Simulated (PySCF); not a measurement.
i-BuOMe, C5H12O.
Numbering: `[CH3:1][O:2][CH2:3][CH:4]([CH3:5])[CH3:6]` (hydrogens: H7, H8, H9 on C1; H10, H11 on C3; H12 on C4; H13, H14, H15 on C5; H16, H17, H18 on C6)

The same species was optimised twice, with GFN2-xTB and with PBE0-D3(BJ)/def2-SVP (PySCF), and the same property calculations (PySCF, gas phase) were run on both structures.

| coordinate | GFN2-xTB | PBE0-D3(BJ)/def2-SVP | change |
| --- | --- | --- | --- |
| O2–C3 (Å) | 1.410 | 1.397 | -0.013 |
| C1–O2 (Å) | 1.401 | 1.391 | -0.010 |
| C3–C4 (Å) | 1.529 | 1.519 | -0.010 |
| C4–C5 (Å) | 1.526 | 1.523 | -0.003 |
| C4–C6 (Å) | 1.526 | 1.523 | -0.003 |
| C3–C4–C5 (°) | 110.2 | 111.2 | +1.0 |
| C5–C4–C6 (°) | 111.2 | 112.0 | +0.8 |
| O2–C3–C4 (°) | 109.2 | 109.9 | +0.7 |
| C1–O2–C3 (°) | 113.0 | 113.6 | +0.6 |
| C3–C4–C6 (°) | 110.3 | 110.3 | 0.0 |
| C1–O2–C3–C4 (°) | -179 | 180 | -1 |
| O2–C3–C4–C5 (°) | 64 | 58 | -6 |

Rotational constants: A = 7105, B = 1891, C = 1615 MHz (GFN2-xTB) against A = 7062, B = 1909, C = 1620 MHz (PBE0-D3(BJ)/def2-SVP). Point groups within 0.08 Å: C1 and C1.

On the GFN2-xTB structure: HOMO (eV) -7.30 [PBE0/pcSseg-1]; LUMO (eV) 1.54 [PBE0/pcSseg-1]; dipole (D) 1.15 [PBE0/pcSseg-1]; GIAO shielding of C1 (ppm) 125.4 [PBE0/pcSseg-1]; GIAO shielding of O2 (ppm) 307.6 [PBE0/pcSseg-1]; GIAO shielding of C3 (ppm) 102.3 [PBE0/pcSseg-1]; GIAO shielding of C4 (ppm) 153.4 [PBE0/pcSseg-1]; GIAO shielding of C5/C6 (mean) (ppm) 165.6 [PBE0/pcSseg-1].

Q: What do these properties become on the PBE0-D3(BJ)/def2-SVP structure?

A: 
```
                                    property          level  on GFN2-xTB  on PBE0-D3(BJ)/def2-SVP  change
                                   HOMO (eV)  PBE0/pcSseg-1        -7.30                    -7.33   -0.03
                                   LUMO (eV)  PBE0/pcSseg-1         1.54                     1.51   -0.03
                                  dipole (D)  PBE0/pcSseg-1         1.15                     1.10   -0.05
energy, GFN2-xTB geometry as zero (kcal/mol)  PBE0/pcSseg-1          0.0                     -0.3    -0.3
                  GIAO shielding of C1 (ppm)  PBE0/pcSseg-1        125.4                    125.1    -0.3
                  GIAO shielding of O2 (ppm)  PBE0/pcSseg-1        307.6                    309.4    +1.8
                  GIAO shielding of C3 (ppm)  PBE0/pcSseg-1        102.3                    103.2    +0.9
                  GIAO shielding of C4 (ppm)  PBE0/pcSseg-1        153.4                    153.5    +0.1
        GIAO shielding of C5/C6 (mean) (ppm)  PBE0/pcSseg-1        165.6                    163.9    -1.7
```

The heavy atoms differ by 0.026 Å rms after alignment. Among bonds between heavy atoms O2–C3 changes most (-0.013 Å). Changes are differences of the printed values. Neither structure is proved a minimum here.

Shape of the structure used: `[CH3:1][O:2][CH2:3][CH:4]([CH3:5])[CH3:6]`: C1–O2–C3–C4 180°, O2–C3–C4–C5 58°.
